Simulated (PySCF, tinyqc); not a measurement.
Starting guesses with DIIS over 6 matrices: SCF starting guesses in the sto-3g basis, for HF, spin multiplicity 1. Computed by the program tinyqc with PySCF. RHF with one setting changed at a time; a run stops when the energy changes by less than 1e-09 hartree and the error matrix is below 1e-5. Starts: the lowest orbitals of the core Hamiltonian, of the Wolfsberg-Helmholz matrix (K = 1.75), projected atomic densities, random orbitals, and the highest orbitals of the core Hamiltonian (a deliberately bad start).

Geometry (angstrom):
```
atom       x       y       z
F     0.0000  0.0000  0.0000
H     0.0000  0.0000  1.5520
```

lowest restricted solution found by these runs and by PySCF = -98.395652 hartree

Largest element of the error matrix X^T (FDS - SDF) X:
```
iteration     core  Wolfsberg-Helmholz  atomic densities   random  highest core orbitals
1          2.7e-01             3.5e-01           4.1e-01  1.1e+01                3.4e-01
2          4.1e-01             2.9e-01           3.8e-01  3.8e-01                3.1e-01
3          9.3e-02             2.0e-02           7.1e-02  1.7e-01                3.7e-01
4          6.2e-03             5.3e-04           1.5e-03  4.7e-02                3.6e-01
5          2.3e-04             3.1e-05           9.0e-04  3.6e-02                3.6e-01
6          1.6e-05             1.3e-06           2.0e-05  3.0e-02                3.9e-01
8                -                   -                 -  3.1e-03                2.7e-02
10               -                   -                 -  1.6e-04                1.4e-05
```

How each run ends:
```
run                    iterations  E (hartree)         state
core                            7    -98.39565  lowest found
Wolfsberg-Helmholz              6    -98.39565  lowest found
atomic densities                7    -98.39565  lowest found
random                         12    -98.39565  lowest found
highest core orbitals          11    -98.39565  lowest found
```

What does the comparison show, and why?

5 of 5 runs reach the lowest restricted solution found, in 6 to 12 iterations (fastest: Wolfsberg-Helmholz). The first errors are 3e-01, 3e-01, 4e-01, 1e+01, 3e-01. The restricted reference is unstable here: a spin-polarised solution lies 0.0730 hartree lower (PySCF), so results built on it describe a poor reference.
